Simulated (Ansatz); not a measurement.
# CH3Si+ (triplet): wave-function methods side by side, cc-pVTZ

An exercise on one series of results from a longer session: the logs are not shown, and one member is left open.

Computed with Ansatz 0.2.0, Gaussian basis. Level: cc-pVTZ, core rule «outside noble gas», up to 6 orbitals frozen.

The runs, in order: UHF; CCSD(T) on ROHF; CCSD(T) on UHF; BCCD(T) on ROHF; CCSDT(Q) on ROHF; CCSDT(Q) on UHF.

5 further runs of the same task are left out: 1 for a known fault of the program, 4 set aside as unsound or not needed.

### The system

The geometry is a PBE0/def2-TZVP stationary point (not a proven minimum) of the parent state, kept for this charge and spin.

5 atoms, charge 1, spin multiplicity 3.

Atoms are counted from 1 here; the program's logs count them from 0.

Bond lengths: Si1–C2 1.889 Å, C2–H3 1.094 Å, C2–H4 1.094 Å, C2–H5 1.104 Å. Angles: Si1–C2–H3 114.9°, Si1–C2–H4 114.9°, Si1–C2–H5 103.3°, H3–C2–H4 109.8°, H3–C2–H5 106.5°, H4–C2–H5 106.5°.

Geometry (Å):

```xyz
5
CH3Si
Si   -0.00131    0.00000    0.68603
C    -0.01173    0.00000   -1.20273
H    -0.44259   -0.89442   -1.66114
H    -0.44259    0.89442   -1.66114
H     1.06146    0.00000   -1.46172
```

The first run:

The input, in.yaml:

```yaml
crystal:
  periodic: [false, false, false]
  atoms:
    - {symbol: Si, position_ang: [-0.001312, 0.000000, 0.686035]}
    - {symbol: C, position_ang: [-0.011727, 0.000000, -1.202731]}
    - {symbol: H, position_ang: [-0.442590, -0.894419, -1.661140]}
    - {symbol: H, position_ang: [-0.442590, 0.894419, -1.661140]}
    - {symbol: H, position_ang: [1.061461, 0.000000, -1.461718]}
basis:
  gaussian: {orbitals: cc-pVTZ}
total_charge: 1
magnetization: {spin_polarized: true, initial_magnetization: 2}
hamiltonian: {xc: hf}
output: {orbitals: {seedname: orbitals}}
```

Started as:

```bash
ansatz run in.yaml --threads 1 --pin off --events-out ev --progress --plain --max-ram 4096MiB --backend cpu
```

Among the steps run: UHF; CCSD(T) on ROHF; CCSD(T) on UHF; BCCD(T) on ROHF; CCSDT(Q) on ROHF; CCSDT(Q) on UHF.

One table of the session follows, with a row left open; its other results are not shown here.

```
   method  from UCCSDT(Q) (kcal/mol)
     ROHF                          ?
      UHF                    +164.77
     RMP2                     +24.36
     UMP2                     +24.49
    RCCSD                      +7.32
    UCCSD                      +7.06
 RCCSD(T)                      +0.91
 UCCSD(T)                      +0.89
  BCCD(T)                      +0.91
   RCCSDT                      +0.36
   UCCSDT                      +0.29
RCCSDT(Q)                      +0.06
UCCSDT(Q)                          0
```

Estimate the missing values for ROHF.

The run gave: from UCCSDT(Q) (kcal/mol): +167.75. In the column «from UCCSDT(Q) (kcal/mol)» it is the highest.

Among the levels timed on like hardware and quicker than the yardstick, those that no quicker one beats, quickest first: RCCSD(T) (18 s, +0.91 kcal/mol); UCCSD(T) (29 s, +0.89 kcal/mol).

Caveats from the session: Restricted and unrestricted rows rest on different reference determinants; where their highest levels disagree by more than a few hundredths of an eV, they describe different states and don't form one ladder.
